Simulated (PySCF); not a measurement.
Species: C₂HFS.
SMILES with atom numbers: `[F:1][CH:2]=[C:3]=[S:4]` (hydrogens: H5 on C2)

Computed by this run: PBE0-D3(BJ)/def2-SVP geometry optimisation, gas phase (PySCF); density fitting, grid level 1; the optimiser is geomeTRIC in internal coordinates, started from a GFN2-xTB structure with every atom displaced at random (about 0.01 Å).

Step 0: E = -15624.2831 eV
```
atom  x, y, z in Å  |  force x, y, z in eV/Å
F1     -1.4265   -0.9376    0.0060    0.336   0.459   0.005
C2     -0.5586    0.0982    0.0056   -2.172  -0.894   0.004
C3      0.7185   -0.0748   -0.0262    4.262  -0.235  -0.041
S4      2.3215   -0.1912   -0.0484   -2.220   0.115   0.016
H5     -1.0215    1.0716    0.0253   -0.206   0.554   0.016
```

Step 1: E = -15624.3405 eV
```
atom  x, y, z in Å  |  force x, y, z in eV/Å
F1     -1.3203   -0.9704    0.0010   -0.064   0.148   0.011
C2     -0.5666    0.1367    0.0069    0.093  -0.071  -0.005
C3      0.7508    0.0298   -0.0124    0.354  -0.499  -0.056
S4      2.2791   -0.3114   -0.0566   -0.354   0.349   0.037
H5     -1.1096    1.0816    0.0233   -0.029   0.074   0.012
```

**Question.** Estimate the geometry and energy of step 2. (The exact step hangs on the optimiser's Hessian estimate; all steps are aligned on step 1, rigid shifts and turns removed.)

**Answer.** E = -15624.3583 eV, largest force 0.681 eV/Å
```
atom  x, y, z in Å  |  force x, y, z in eV/Å
F1     -1.4023   -0.9423    0.0071    0.357  -0.012  -0.026
C2     -0.5589    0.0960   -0.0032   -0.230   0.326   0.078
C3      0.7592   -0.0055   -0.0194   -0.268  -0.626  -0.032
S4      2.2979   -0.2466   -0.0507    0.074   0.199   0.005
H5     -1.0625    1.0646    0.0284    0.066   0.114  -0.026
```

The energy changes by -0.0179 eV. The first-order estimate −F·Δx gives -0.0477 eV and the mean of the old and new forces, exact on a quadratic surface, -0.0188 eV. The step makes an angle of 64° with the force vector and moves no atom by more than 0.087 Å.

The cost below is that of the whole optimisation. The run took 8.5 s on one thread, Arm Neoverse V1 (aarch64), shared host with 32 logical CPUs at a one-minute load of 9.0, and the process peaked at 0.29 GiB of memory.
